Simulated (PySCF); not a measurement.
# GeH2, triplet in cc-pVDZ: errors against full CI

Geometry: a PBE0/def2-TZVP stationary point for this spin, not checked as a minimum. The singlet lies 0.4 eV lower here.

```xyz
3

Ge    0.0000   -0.0208    0.0000
H     0.0000    0.7490   -1.3344
H     0.0000    0.7490    1.3344
```

Basis cc-pVDZ; PySCF 2.14.0. Correlated methods freeze the noble-gas cores and the filled d shells of p-block atoms, which leaves 6 electrons in 23 orbitals. Prefix R: restricted or restricted open-shell reference; prefix U: unrestricted. No spin–orbit coupling is included, and no scalar relativity.

Full CI is exact within this basis and frozen core; it isn't the basis-set limit. The frozen core follows each run's orbitals, which can shift R against U totals by a few meV for light atoms and by up to 0.1 eV past Ca.

The UHF ⟨S²⟩ is 2.005, the T1 diagnostic (ROHF- or RHF-based CCSD) is 0.0181 and the largest doubles amplitude (ROHF- or RHF-based CCSD) is 0.050.

| level | E − E(full CI) (meV) | share of correlation (%) | wall time |
| --- | --- | --- | --- |
| RHF | 2564 | 0.00 | – |
| RMP2 | 632 | 75.37 | – |
| RCCSD | 64 | 97.52 | – |
| RCCSD(T) | 16 | 99.38 | 0.64 s |
| RCCSDT | 1 | 99.96 | 4.1 s |

The correlation energy at full CI, counted from RHF, is -2.564 eV. Full CI, over all symmetries tried, took 27 s on 1 thread of Arm Neoverse V1, shared host; the state has 560,034 determinants.

Run but not shown, since their state, orbitals or frozen core can't be matched to the reference's or they repeat it: UHF, UMP2, UCCSD, UCCSD(T).

Times are those of the correlated step on a shared host, with one SCF added for the restricted CCSD run; they ran on 1 thread of Arm Neoverse V1.

The full-CI state has the irrep B1 of C2v, in the program's axes.

Natural occupations of full CI about the gap: 1.958 1.944 0.994 0.989 0.034 0.023 0.009 0.008 0.007 0.007; effectively unpaired electrons, Σ n²(2−n)², 2.03.
